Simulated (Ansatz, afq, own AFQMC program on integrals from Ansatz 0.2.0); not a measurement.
Where AFQMC and coupled cluster stand for SiH$_{4}$, singlet

```xyz
5

Si    0.0000    0.0000    0.0000
H     2.0438    2.0507    2.0461
H    -2.0526   -2.0404    2.0476
H    -2.0411    2.0430   -2.0564
H     2.0499   -2.0533   -2.0373
```

Basis 6-31G. Only valence electrons are correlated. Ansatz 0.2.0 and our own AFQMC program on the same integrals; the CISD trial comes from CCSD amplitudes, and released means the phaseless constraint is let go. Uncertainties: one standard error, sampling alone.

Determinant: UHF, the one that the program's search chose, which needn't be the lowest solution. The geometry is a point of a scan.

Full CI on the same integrals is exact in this basis and with this determinant's frozen core.

Cautions: strong correlation (T1 0.026, weight of the determinant 0.84, largest double 0.16); unrestricted determinant spin contaminated (⟨S²⟩ 2.94 against 0.00); the released energies have errors that jump between times, so the bars are unsure, so no released level is given (meV from the phaseless value at times in 1/Eh: -3.5 ± 2.0 at 0.24, -8.4 ± 1.9 at 0.51, -25 ± 14 at 0.99, -17 ± 4 at 1.62, -15.4 ± 2.3 at 2.40); the next higher spin lies close (full CI puts it 52 meV above); CCSDT(Q) on the RHF determinant differs (374 meV higher), perhaps since the unrestricted series falls towards higher spin; walk and cluster series may follow different spin states.

```
T1 diagnostic                               : 0.0259
weight of the determinant in the CISD state : 0.843
⟨S²⟩ of the determinant                     : 2.937
size of the correlated space                : 8 electrons in 16 orbitals
```

| level | correlation energy (eV) |
| --- | --- |
| MP2 | -0.4167 |
| CCSD | -0.7182 |
| CCSD(T) | -0.7334 |

(1) Estimate where full CI lies against CCSD(T) on the same integrals.

(1) 96.9 meV below CCSD(T).

Reference: full CI, correlation energy -0.830 eV. The cautions show a poor starting determinant, so the rows tell how each method copes with it here, and full CI is the sure value.

| level | E − E(reference) (meV) | share of correlation (%) |
| --- | --- | --- |
| CCSD(T) | 96.9 | 88.33 |
| CCSDT | 68.0 | 91.81 |
| CCSDT(Q) | 65.8 | 92.07 |
| ph-AFQMC/CISD | 57.4 ± 2.1 | 93.09 |

CCSDT and higher add their correlation energy to the determinant of the CCSD(T) run, since their own runs factorise the integrals more tightly (a shift of under 2 meV).
